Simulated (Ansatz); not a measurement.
Input for Ansatz (development build ahead of 0.2.0):

```yaml
crystal:
  periodic: [false, false, false]
  atoms:
    - { symbol: Si, position_ang: [0.0, 0.0, 0.0] }
    - { symbol: H, position_ang: [0.79292, 0.79292, 0.79292] }
    - { symbol: H, position_ang: [0.79292, -0.79292, -0.79292] }
    - { symbol: H, position_ang: [-0.79292, 0.79292, -0.79292] }
    - { symbol: H, position_ang: [-0.79292, -0.79292, 0.79292] }
basis:
  gaussian: { orbitals: def2-TZVP }
hamiltonian:
  xc: hf
correlation:
  method: mp2
  frozen_orbitals: { H: 0, Si: 5 }
```

The input is written out in the form of the current development build from the run's settings.

Results

```
Converged                       : yes
Reference energy                : -291.24004 hartree
Correlation energy              : -0.13081 hartree
Total energy                    : -291.37085 hartree
Spin squared of the determinant : 0.000
```
